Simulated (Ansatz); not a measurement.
# MgH2S2 (SMILES [SH][Mg][SH]): one structure at several levels

An exercise on one series of results from a longer session: the logs are not shown, and one member is left open.

Computed with Ansatz 0.2.0, Gaussian basis. Level: single points in def2-TZVPP.

Correlated methods freeze the cores. The outer core shell of Li, Na, Mg and K is correlated.

## Starting geometry

SMILES `[SH][Mg][SH]`, 5 atoms, charge 0, spin multiplicity 1.

Atoms are counted from 1 here; the program's logs count them from 0.

Bond lengths: S1–Mg2 2.209 Å, S1–H4 1.449 Å, Mg2–S3 2.181 Å, S3–H5 1.375 Å. Angles: Mg2–S1–H4 90.6°, S1–Mg2–S3 171.1°, Mg2–S3–H5 99.7°.

As a file:

```xyz
5

S    -2.2179    0.3975   -0.3159
Mg   -0.1386    0.1051    0.3688
S     1.8244   -0.0013    1.3138
H    -1.8524   -0.0228   -1.6540
H     2.5250   -0.6424    0.3194
```

The first run:

run/in.yaml

```yaml
crystal:
  periodic: [false, false, false]
  atoms:
    - {symbol: S, position_ang: [-2.217900, 0.397500, -0.315900]}
    - {symbol: Mg, position_ang: [-0.138600, 0.105100, 0.368800]}
    - {symbol: S, position_ang: [1.824400, -0.001300, 1.313800]}
    - {symbol: H, position_ang: [-1.852400, -0.022800, -1.654000]}
    - {symbol: H, position_ang: [2.525000, -0.642400, 0.319400]}
basis:
  gaussian: {orbitals: def2-TZVPP}
correlation: {method: ccsd_t}
output: {forces: true}
```

The command line of these runs was not kept.

Steps of the session up to this table: CCSD(T)/def2-TZVPP; PBE0-D4/def2-TZVPP; wB97M-V/def2-TZVPP; r2SCAN-D4/def2-TZVPP; PBE-D4/def2-TZVPP; r2SCAN0-D4/def2-TZVPP; SPW92/def2-TZVPP.

One table of the session follows, with a row left open; its other results are not shown here.

| method | RMS force component (eV/Å) | angle to CCSD(T) forces (°) | dipole (D) |
| --- | --- | --- | --- |
| CCSD(T) | 0.983 | reference | 1.73 |
| PBE0-D4 | ? | ? | ? |
| wB97M-V | 0.975 | 2.2 | 1.75 |
| r2SCAN-D4 | 0.946 | 1.4 | 1.81 |
| PBE-D4 | 0.865 | 7.0 | 1.69 |
| r2SCAN0-D4 | 1.011 | 4.5 | 1.87 |
| SPW92 | 0.796 | 6.3 | 1.78 |

**Question.** Estimate the row for PBE0-D4.

**Answer.** RMS force component (eV/Å): 0.954; angle to CCSD(T) forces (°): 2.4; dipole (D): 1.81. In the column «RMS force component (eV/Å)» it lies between r2SCAN-D4 (0.946) and wB97M-V (0.975).
